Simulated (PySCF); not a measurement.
PySCF input (TPSSh/def2-TZVPD):

```python
from pyscf import gto, scf, dft

mol = gto.M(
    atom='''
    C    -0.00000000   -0.00000000   -0.49689011
    N     0.00000000    0.00000000    0.64927938
    H    -0.00000000   -0.00000000   -1.56361504
    ''',
    basis='def2-tzvpd',
    charge=0,
    spin=0,
    verbose=4,
)

mf = dft.RKS(mol, xc='tpssh').density_fit(auxbasis='def2-universal-jkfit')
mf.grids.level = 3
mf.conv_tol = 1e-9
mf.max_cycle = 100
mf.max_memory = 1500
mf.kernel()
if not mf.converged:
    mf = mf.newton()
    mf.kernel(mf.make_rdm1())
mf.analyze()
```

End of the output:

```
Extra cycle  E= -93.4634992580166  delta_E= 1.19e-12  |g|= 2.65e-06  |ddm|= 3.1e-06
converged SCF energy = -93.4634992580166
**** SCF Summaries ****
Total Energy =                         -93.463499258016626
Nuclear Repulsion Energy =              24.041455120405690
One-electron Energy =                 -173.150933845595659
Two-electron Energy =                   55.645979467173348
Two-electron Coulomb Energy =           68.270625766377393
DFT Exchange-Correlation Energy =      -12.624646299204041
HOMO-LUMO gap [eV] =                     9.292335383992217
**** MO energy ****
MO #1   energy= -14.2728595922931  occ= 2
MO #2   energy= -10.1642222291456  occ= 2
MO #3   energy= -0.904676679078328 occ= 2
MO #4   energy= -0.596034558390379 occ= 2
MO #5   energy= -0.368207803894901 occ= 2
MO #6   energy= -0.353574345153373 occ= 2
MO #7   energy= -0.353574345153353 occ= 2
MO #8   energy= -0.0120873155267662 occ= 0
MO #9   energy= -0.0120873155267385 occ= 0
MO #10  energy= 0.012009573235153  occ= 0
MO #11  energy= 0.0408129857545651 occ= 0
MO #12  energy= 0.12500174293797   occ= 0
MO #13  energy= 0.143175447925519  occ= 0
MO #14  energy= 0.143175447925531  occ= 0
MO #15  energy= 0.193075126727027  occ= 0
MO #16  energy= 0.193075148590824  occ= 0
MO #17  energy= 0.20995272850477   occ= 0
MO #18  energy= 0.209952728504821  occ= 0
MO #19  energy= 0.21637429555012   occ= 0
MO #20  energy= 0.230353908180187  occ= 0
MO #21  energy= 0.319447386925354  occ= 0
MO #22  energy= 0.385117919327252  occ= 0
MO #23  energy= 0.385117919327309  occ= 0
MO #24  energy= 0.406757367011541  occ= 0
MO #25  energy= 0.406757375984916  occ= 0
MO #26  energy= 0.463954460501533  occ= 0
MO #27  energy= 0.46765934306662   occ= 0
MO #28  energy= 0.467659343066664  occ= 0
MO #29  energy= 0.51933346714657   occ= 0
MO #30  energy= 0.598907237327374  occ= 0
MO #31  energy= 0.664396167444509  occ= 0
MO #32  energy= 0.687546275835379  occ= 0
MO #33  energy= 0.687546275835394  occ= 0
MO #34  energy= 0.80705317830165   occ= 0
MO #35  energy= 0.80705320505533   occ= 0
MO #36  energy= 0.825465713674591  occ= 0
MO #37  energy= 0.895105530445453  occ= 0
MO #38  energy= 0.895105530445511  occ= 0
MO #39  energy= 0.947373246954115  occ= 0
MO #40  energy= 1.36586466285828   occ= 0
MO #41  energy= 1.36586528056887   occ= 0
MO #42  energy= 1.45274745134697   occ= 0
MO #43  energy= 1.49912588605623   occ= 0
MO #44  energy= 1.49912588605626   occ= 0
MO #45  energy= 1.52551872078181   occ= 0
MO #46  energy= 1.60037356588675   occ= 0
MO #47  energy= 1.60037356588681   occ= 0
MO #48  energy= 1.75420573439477   occ= 0
MO #49  energy= 1.9922003469804    occ= 0
MO #50  energy= 2.11932295985517   occ= 0
MO #51  energy= 2.11932295985521   occ= 0
MO #52  energy= 2.47933924333769   occ= 0
MO #53  energy= 2.50272075668391   occ= 0
MO #54  energy= 2.50272075668393   occ= 0
MO #55  energy= 2.60017340345121   occ= 0
MO #56  energy= 2.64782930481239   occ= 0
MO #57  energy= 2.64782930481241   occ= 0
MO #58  energy= 2.77147068926902   occ= 0
MO #59  energy= 2.77147281278902   occ= 0
MO #60  energy= 2.91416206282102   occ= 0
MO #61  energy= 3.01219951303006   occ= 0
MO #62  energy= 3.01219951303008   occ= 0
MO #63  energy= 3.05942027211522   occ= 0
MO #64  energy= 3.05942436767922   occ= 0
MO #65  energy= 3.44396544340759   occ= 0
MO #66  energy= 3.52871305047509   occ= 0
MO #67  energy= 3.52871305047509   occ= 0
MO #68  energy= 3.9741391717069    occ= 0
MO #69  energy= 3.98297983390494   occ= 0
MO #70  energy= 3.98297983390501   occ= 0
MO #71  energy= 4.525130187981     occ= 0
MO #72  energy= 4.52513394996644   occ= 0
MO #73  energy= 4.71493708280769   occ= 0
MO #74  energy= 4.71495586247256   occ= 0
MO #75  energy= 4.85462212577017   occ= 0
MO #76  energy= 5.03319033257635   occ= 0
MO #77  energy= 5.03319033257641   occ= 0
MO #78  energy= 5.52535516724697   occ= 0
MO #79  energy= 5.59066162125808   occ= 0
MO #80  energy= 5.5906616212581    occ= 0
MO #81  energy= 6.27354048606459   occ= 0
MO #82  energy= 22.5400712555407   occ= 0
MO #83  energy= 32.3845013829725   occ= 0
 ** Mulliken pop on meta-lowdin orthogonal AOs  **
 ** Mulliken pop  **
pop of  0 C 1s            1.99993
pop of  0 C 2s            0.99348
pop of  0 C 3s            0.01050
pop of  0 C 4s            0.00066
pop of  0 C 5s            0.00013
pop of  0 C 6s            0.00008
pop of  0 C 2px           0.94897
pop of  0 C 2py           0.94897
pop of  0 C 2pz           1.08162
pop of  0 C 3px           0.00020
pop of  0 C 3py           0.00020
pop of  0 C 3pz           0.01426
pop of  0 C 4px           0.00006
pop of  0 C 4py           0.00006
pop of  0 C 4pz           0.00154
pop of  0 C 3dxy          0.00000
pop of  0 C 3dyz          0.00133
pop of  0 C 3dz^2         0.00335
pop of  0 C 3dxz          0.00133
pop of  0 C 3dx2-y2       0.00000
pop of  0 C 4dxy          0.00000
pop of  0 C 4dyz          0.00042
pop of  0 C 4dz^2         0.00018
pop of  0 C 4dxz          0.00042
pop of  0 C 4dx2-y2       0.00000
pop of  0 C 5dxy          0.00000
pop of  0 C 5dyz          0.00003
pop of  0 C 5dz^2         0.00042
pop of  0 C 5dxz          0.00003
pop of  0 C 5dx2-y2       0.00000
pop of  0 C 4f-3          0.00000
pop of  0 C 4f-2          0.00000
pop of  0 C 4f-1          0.00059
pop of  0 C 4f+0          0.00442
pop of  0 C 4f+1          0.00059
pop of  0 C 4f+2          0.00000
pop of  0 C 4f+3          0.00000
pop of  1 N 1s            1.99994
pop of  1 N 2s            1.56616
pop of  1 N 3s            0.01645
pop of  1 N 4s            0.00044
pop of  1 N 5s            0.00032
pop of  1 N 6s            0.00009
pop of  1 N 2px           1.04511
pop of  1 N 2py           1.04511
pop of  1 N 2pz           1.47442
pop of  1 N 3px           0.00018
pop of  1 N 3py           0.00018
pop of  1 N 3pz           0.00138
pop of  1 N 4px           0.00001
pop of  1 N 4py           0.00001
pop of  1 N 4pz           0.00124
pop of  1 N 3dxy          0.00000
pop of  1 N 3dyz          0.00275
pop of  1 N 3dz^2         0.01111
pop of  1 N 3dxz          0.00275
pop of  1 N 3dx2-y2       0.00000
pop of  1 N 4dxy          0.00000
pop of  1 N 4dyz          0.00007
pop of  1 N 4dz^2         0.00098
pop of  1 N 4dxz          0.00007
pop of  1 N 4dx2-y2       0.00000
pop of  1 N 5dxy          0.00000
pop of  1 N 5dyz          0.00013
pop of  1 N 5dz^2         0.00029
pop of  1 N 5dxz          0.00013
pop of  1 N 5dx2-y2       0.00000
pop of  1 N 4f-3          0.00000
pop of  1 N 4f-2          0.00000
pop of  1 N 4f-1          0.00013
pop of  1 N 4f+0          0.00100
pop of  1 N 4f+1          0.00013
pop of  1 N 4f+2          0.00000
pop of  1 N 4f+3          0.00000
pop of  2 H 1s            0.79926
pop of  2 H 2s            0.00877
pop of  2 H 3s            0.00452
pop of  2 H 2px           0.00001
pop of  2 H 2py           0.00001
pop of  2 H 2pz           0.00128
pop of  2 H 3px           0.00001
pop of  2 H 3py           0.00001
pop of  2 H 3pz           0.00181
 ** Mulliken atomic charges  **
charge of    0C =     -0.01373
charge of    1N =     -0.17059
charge of    2H =      0.18431
Dipole moment(X, Y, Z, Debye): -0.00000, -0.00000, -3.00426
```
